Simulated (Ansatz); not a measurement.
Process, species as SMILES: CC#C → C1=CC1
B3LYP-D3(BJ)/def2-TZVP geometries, fixed; electronic energies without zero-point terms.
Largest species:
```xyz
7

C     -0.0011    -0.0004     0.2181
C     -0.0068    -0.0029     1.4176
C      0.0060     0.0025    -1.2360
H     -0.0119    -0.0051     2.4795
H      0.0152     1.0232    -1.6237
H      0.8874    -0.5130    -1.6226
H     -0.8790    -0.5002    -1.6311
```

How fast the isomerisation energy converges with the basis for several methods (Ansatz, a program for electronic structure): deviation from each method's own reference, in kcal/mol. References: CCSD(T) 23.43 kcal/mol, Hartree-Fock in cc-pVQZ plus the correlation part extrapolated as X^-3 from cc-pVTZ and cc-pVQZ; HF 27.01 kcal/mol, the value in def2-QZVPPD; MP2 23.76 kcal/mol, Hartree-Fock in cc-pVQZ plus the correlation part extrapolated as X^-3 from cc-pVTZ and cc-pVQZ; PBE 19.32 kcal/mol, the value in def2-QZVPPD; PBE0 19.07 kcal/mol, the value in def2-QZVPPD; wB97M-V 21.67 kcal/mol, the value in def2-QZVPPD. Cartesian d functions, on some or all atoms, in 6-31G*; all else is spherical. In correlated methods cores are frozen. No added dispersion term, no relativity. Functionals ending in -V hold VV10 correlation. 

```csv
basis,functions,CCSD(T),HF,MP2,PBE,PBE0,wB97M-V
STO-3G,19,9.83,1.23,?,-0.54,0.43,-1.08
pcseg-0,35,19.16,18.74,?,12.21,14.10,13.71
6-31G,35,10.16,8.99,?,4.76,5.95,5.43
6-31G*,53,-1.23,-1.24,?,-2.25,-1.95,-2.27
pcseg-1,62,-0.19,0.64,?,-1.02,-0.66,-0.62
6-311+G**,90,-0.02,0.64,?,0.20,0.28,0.32
aug-cc-pVDZ,105,-0.70,-0.85,?,-1.57,-1.36,-1.54
def2-TZVPD,147,0.35,0.01,?,-0.11,-0.09,-0.10
"6-311++G(3df,3pd)",189,-0.51,-0.19,?,-0.23,-0.24,-0.22
aug-cc-pVTZ,230,0.16,0.07,?,0.10,0.08,0.08
aug-pcseg-2,230,0.72,0.31,?,0.01,0.09,0.10
def2-QZVPP,291,-0.09,0.00,?,-0.01,-0.01,-0.01
```

Question: Some entries are withheld; supply them.

Answer: 
- STO-3G, MP2: 16.08
- pcseg-0, MP2: 20.60
- 6-31G, MP2: 12.09
- 6-31G*, MP2: -1.12
- pcseg-1, MP2: -0.30
- 6-311+G**, MP2: 0.07
- aug-cc-pVDZ, MP2: -0.42
- def2-TZVPD, MP2: 0.39
- 6-311++G(3df,3pd), MP2: -0.48
- aug-cc-pVTZ, MP2: 0.18
- aug-pcseg-2, MP2: 0.69
- def2-QZVPP, MP2: -0.10

Mean absolute deviation over 6-311+G**, def2-TZVPD, 6-311++G(3df,3pd), aug-cc-pVTZ, aug-pcseg-2: PBE 0.13, PBE0 0.16, wB97M-V 0.16, HF 0.24, CCSD(T) 0.35, MP2 0.36 kcal/mol.
